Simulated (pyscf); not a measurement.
Optimised with ωB97X-D3(BJ)/def2-SVP in PySCF.

For the elementary gas-phase step germane (GeH₄) + •H₂Si–SiH₃ → H₃Si–SiH₂–GeH₃ + H atom (H•) (doublet surface; Ge–H broken, Ge–Si formed), what barrier and reaction energy does ωB97M-D3(BJ)/def2-TZVP give, measured from the separated reactants?

ΔE‡ = 83.7 kJ/mol, ΔE = +65.6 kJ/mol. Zero-point energy shifts the barrier by -3.7 kJ/mol. It is a substitution at Ge, with an imaginary mode of 272i cm⁻¹. The same reactants have a lower exit, to GeH₃• + H₃Si–SiH₃ (barrier +21.4 kJ/mol at ωB97M-D3(BJ)/def2-TZVP, against +83.7 kJ/mol here). This is the saddle that the search found; another between the same sides may lie lower. The angle at the attacked Ge is 65° (front-side attack). Elements up to Kr have no core potential and no relativistic terms here.
